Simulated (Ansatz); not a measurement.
# AlClHLi: the cost of one run

Program: Ansatz 0.2.0, Gaussian basis. Level of theory: single points in def2-TZVPP. These are calculated values, not measurements.

Correlated methods freeze the cores. The outer core shell of Li, Na, Mg and K is correlated.

1 further run of the same task is left out (it didn't finish).

**1. Starting geometry**

4 atoms, charge 0, spin multiplicity 1.

Atoms are counted from 1 here; the program's logs count them from 0.

Bond lengths: Al2–Cl3 2.308 Å, Al2–H4 1.580 Å. Angles: Cl3–Al2–H4 106.1°.

As a file:

```mol
AlClHLi
  3D, bonds by distance, orders not assigned

  4  2  0  0  0  0  0  0  0  0999 V2000
   -2.5242    0.2088    0.1667 Li  0  0
   -0.0208    0.0962   -0.0765 Al  0  0
    1.5336   -1.4194    0.7066 Cl  0  0
    0.8060    1.2932   -0.6936 H   0  0
  2  3  8  0
  2  4  8  0
M  END
```

**2. PBE-D4/def2-TZVPP**

run/in.yaml

```yaml
crystal:
  periodic: [false, false, false]
  atoms:
    - {symbol: Li, position_ang: [-2.524176, 0.208811, 0.166653]}
    - {symbol: Al, position_ang: [-0.020810, 0.096175, -0.076488]}
    - {symbol: Cl, position_ang: [1.533630, -1.419446, 0.706576]}
    - {symbol: H, position_ang: [0.806029, 1.293206, -0.693627]}
basis:
  gaussian: {orbitals: def2-TZVPP}
hamiltonian: {xc: pbe, dispersion: d4}
output: {forces: true}
```

Run with:

```sh
ansatz run in.yaml --threads 2 --pin off --events-out ev --progress --plain --max-ram 3481MiB
```

Q: Estimate wall time and peak memory on 2 threads of Intel Xeon at 2.50GHz, shared host.

About 2 s, with a peak of 0.14 GiB.
